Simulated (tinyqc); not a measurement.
Worked calculation: Pariser-Parr-Pople SCF with singles CI, for the molecule C=CC=C (SMILES; centres numbered as the heavy atoms are written). One step of it, computed by the program tinyqc.

Problem. Iteration 1: orbitals and new P. Diagonalise F (the basis is taken as orthonormal) and form P = 2 sum c c over the lowest orbitals.

F (eV):
```
           1C         2C         3C         4C
1C  -5.314296  -4.663199   0.288806   0.501856
2C  -4.663199  -4.977728  -3.321369   0.288806
3C   0.288806  -3.321369  -4.977728  -4.663199
4C   0.501856   0.288806  -4.663199  -5.314296
```

pi electrons, sum of z_r less the charge = 4

Give: orbital energies; P after iteration 1.

Solution.

orbital energies (eV): -11.2647  -9.1073  -1.8468  1.6348

P after iteration 1:
```
         1C      2C      3C       4C
1C   1.0085  0.9255  0.0035  -0.3787
2C   0.9255  0.9915  0.3787   0.0035
3C   0.0035  0.3787  0.9915   0.9255
4C  -0.3787  0.0035  0.9255   1.0085
```
